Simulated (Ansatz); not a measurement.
## Worked example: correlation energy of AsH3⁺, doublet

Geometry: a point of a stretch scan, not a stationary point.

```
atom    x (Å)    y (Å)    z (Å)
  As  -0.0017   0.0029  -0.0152
   H   1.4345   0.0166   0.4069
   H  -0.6010   1.0173   0.3238
   H  -0.7102  -1.2484   0.4008
```

Basis 6-31G (Cartesian d functions); Ansatz 0.2.0. Correlated methods freeze the noble-gas cores and the filled d shells of p-block atoms, which leaves 7 electrons in 21 orbitals. R marks a restricted (for open shells ROHF) determinant. No spin–orbit coupling is included, and no scalar relativity.

Full CI is exact within this basis and frozen core; it isn't the basis-set limit.

Runs differ by some tens of microhartree through their thresholds and, for an open shell, their frozen cores, so steps under 0.03 kcal/mol mean nothing.

| level | total energy (hartree) |
| --- | --- |
| RHF | -2235.202878 |
| RMP2 | -2235.253841 |
| RCCSD | -2235.272661 |
| RCCSD(T) | -2235.273400 |
| RCCSDT | -2235.273632 |
| RCCSDT(Q) | -2235.273654 |
| full CI | -2235.273653 |

Question: What is the correlation energy at full CI, and what share of it do RMP2 and RCCSD(T) recover?

Answer: E(corr) = -2235.273653 − (-2235.202878) = -0.070775 hartree = -1.926 eV. RMP2: -0.050963 / -0.070775 = 72.01 %. RCCSD(T): -0.070522 / -0.070775 = 99.64 %.

Question: By how many kcal/mol does RCCSD(T) miss full CI (1 hartree = 627.509 kcal/mol), and which steps make up the rest?

Answer: -2235.273400 − (-2235.273653) = 0.000253 hartree = 0.16 kcal/mol. Steps: RCCSDT − RCCSD(T) = -0.15, RCCSDT(Q) − RCCSDT = -0.01, full CI − RCCSDT(Q) = 0.00 kcal/mol. That is within 1 kcal/mol of the reference in this basis, which itself misses far more of the correlation at the basis-set limit.
